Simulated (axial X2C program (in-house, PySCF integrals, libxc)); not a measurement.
# Which molecule has these constants?

All values come from calculations with an in-house all-electron X2C program for linear molecules (integrals from PySCF), spin-free (one-electron X2C) or two-component (2c: spin–orbit coupling with atomic mean-field Coulomb and Gaunt terms, which also bring small scalar terms), in Dyall basis sets with cores contracted in-house; open shells are unrestricted.

A two-component CCSD(T) calculation in a Dyall 3-zeta basis gave Re = 2.936 Å, ωe = 261.5 cm⁻¹, De = 0.81 eV, Ω = 0.

Question: Which molecule is it?
A. LiNa⁺
B. LiS⁺
C. LiMg⁺
D. LiP⁺
E. LiAl⁺

Answer: C. The others have LiS⁺ 2.502 Å and 327.6 cm⁻¹ (Ω = 1); LiP⁺ 2.691 Å and 241.1 cm⁻¹ (Ω = 3/2); LiAl⁺ 3.044 Å and 234.9 cm⁻¹ (Ω = 1/2); LiNa⁺ 3.388 Å and 190.3 cm⁻¹ (Ω = 1/2).

Frozen shells (counts by l): LiMg⁺ Mg 2s1p, Li 1s, 2 electrons correlated; LiS⁺ S 2s1p, Li 1s, 6 electrons correlated; LiP⁺ P 2s1p, Li 1s, 5 electrons correlated; LiAl⁺ Al 2s1p, Li 1s, 3 electrons correlated; LiNa⁺ Na 1s, Li 1s, 9 electrons correlated. Coupled cluster in natural virtuals with an MP2 remainder. Where the outer core of a metal is frozen, bonds come out longer and ionisation energies lower.

Each entry is the lowest single determinant of a limited PBE0 search at one distance. De goes to single-determinant-based atoms at the same level (for ions the charge split of lowest energy) and is withheld (n/a) where an atom does not fit its ground term or J level. Main or longest-lived isotopes. One determinant is a doubtful description, or other states lie close, for LiS⁺, LiP⁺; these need not be ground states, and all values refer to the states named. Some open-shell Ω = 0 determinants are out of reach, so the Ω given for LiS⁺ need not be the lowest component. With several unpaired electrons the Ω given is that of one determinant, not necessarily of the lowest component.
